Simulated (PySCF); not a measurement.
1,3,5-triazine, C3H3N3.
Numbering: `[cH:1]1[n:2][cH:3][n:4][cH:5][n:6]1` (hydrogens: H7 on C1; H8 on C3; H9 on C5)

The calculation used PBE0-D3(BJ)/def2-TZVP geometry optimisation, gas phase in PySCF 2.14.0.

(1) List the bond lengths and angles at this level.

Results:

(1) 
| bond | length (Å) |
| --- | --- |
| C1–N2 and 5 like bonds | 1.327 |
| C1–H7, C3–H8, C5–H9 | 1.087 |

Bonds in one row agree within 0.01 Å and their mean is given. A selection of angles:
| angle | degrees |
| --- | --- |
| N2–C1–N6 | 125.8 |
| N2–C1–H7 | 117.1 |
| C1–N2–C3 | 114.2 |

All 6 C–N bonds measure 1.327 Å. The 6 heavy atoms lie in one plane (0.000 Å rms). The 6-membered ring C1–N2–C3–N4–C5–N6 has internal angles of 114.2° to 125.8°; it is planar, 0.00 Å rms from its mean plane, widest ring torsion 0°.

Point group: D3h (tolerance 0.08 Å). No PBE0-D3(BJ)/def2-TZVP frequencies stand behind this structure, so it isn't proved a minimum.

Hardware: one thread of an AMD EPYC 9R45 (shared host). Cost: 56 s of wall time, 0.93 GiB resident at most. This is the geometry optimisation.
